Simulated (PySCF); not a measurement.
Coordinates in bohr (charge 0 multiplicity 1):
```
B     0.0000    0.0000    0.0000
H     2.2672    0.0000    0.0000
H    -1.1336    1.9634    0.0000
H    -1.1336   -1.9635    0.0000
```

Computed with BP86 in PySCF with B def2-TZVP, H def2-TZVP; no relativity; density-fitted integrals.

This geometry of BH₃ is a stationary point at this level.

Q: What is the point group?

A: D3h.

Q: Is it a minimum?

A: Yes: all harmonic wavenumbers are real.

Q: Give the atomic charges and bond orders.

A: 
```tsv
atom	Mulliken	Löwdin	polar tensor	Mayer order to B1
B1	-0.04	-0.11	0.49	–
H2,3,4	0.01	0.04	-0.16	0.98
```

Q: Give the ideal-gas entropy at 298.15 K and 1 bar by parts.

A: translation 141.8, rotation 46.2, vibration 0.6, spin 0.0; total 188.6 J/(mol K).

Q: What is the atomisation energy, with and without zero-point energy?

A: 1197 kJ/mol without, 1130 kJ/mol with.
